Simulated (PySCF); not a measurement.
acetic acid (C₂H₄O₂), SMILES CC(=O)O.

The structure is a stationary point at PBE0-D3(BJ)/def2-SVP. Other conformers were not sampled.

The numbers are results of TDDFT-M06-2X/def2-SVPD (PySCF), not measurements.

Vertical excitations.  State labels are in the subgroup Cs.

Computed excitation energies, oscillator strengths and character:
```csv
state,symmetry,energy (eV),λ (nm),f,main pairs
S1,A",5.70,218,0.000,HOMO→LUMO+1 91 %
S2,A',7.90,157,0.050,HOMO→LUMO 88 %
S3,A',8.66,143,0.109,"HOMO−1→LUMO+1 60 %, HOMO→LUMO+2 26 %"
S4,A",8.67,143,0.002,HOMO−1→LUMO 85 %
S5,A',9.21,135,0.088,"HOMO→LUMO+2 58 %, HOMO−1→LUMO+1 28 %"
S6,A",9.36,132,0.000,"HOMO−3→LUMO+1 53 %, HOMO−4→LUMO+1 36 %"
S7,A",9.73,127,0.001,HOMO→LUMO+4 85 %
S8,A',9.73,127,0.004,HOMO→LUMO+3 86 %
S9,A",9.93,125,0.000,"HOMO−1→LUMO+2 65 %, HOMO−1→LUMO+3 11 %"
S10,A',10.23,121,0.001,"HOMO→LUMO+5 65 %, HOMO→LUMO+6 12 %"
T1,A",5.33,233,0,HOMO→LUMO+1 90 %
T2,A',6.40,194,0,HOMO−1→LUMO+1 87 %
T3,A',7.82,159,0,HOMO→LUMO 92 %
T4,A",8.50,146,0,HOMO−1→LUMO 80 %
```
Triplets are in the Tamm–Dancoff approximation, which puts them higher than full response would, so one can lie above its singlet here.
